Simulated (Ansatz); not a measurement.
Input for Ansatz (development build ahead of 0.2.0):

```yaml
crystal:
  periodic: [false, false, false]
  atoms:
    - { symbol: S, position_ang: [0.0, 0.0, 0.0] }
    - { symbol: F, position_ang: [0.0, 0.0, 1.52095] }
basis:
  gaussian: { orbitals: def2-SVP }
magnetization:
  initial_magnetization: 1
hamiltonian:
  xc: hf
correlation:
  method: ccsd_t
  frozen_orbitals: { F: 1, S: 5 }
scf:
  omitted_lower_state_checks: [stability, starts, atomic_configurations, cluster_reference, orbital_swaps, given_window_search, neighbouring_geometries, increment]
```

The input is written out in the form of the current development build from the run's settings. Correlation on restricted open-shell orbitals is semicanonical, with singles.

The run gave:

```yaml
Converged: yes
Reference_energy: -496.68451 hartree
Correlation_energy: -0.31508 hartree
Total_energy: -496.99960 hartree
```
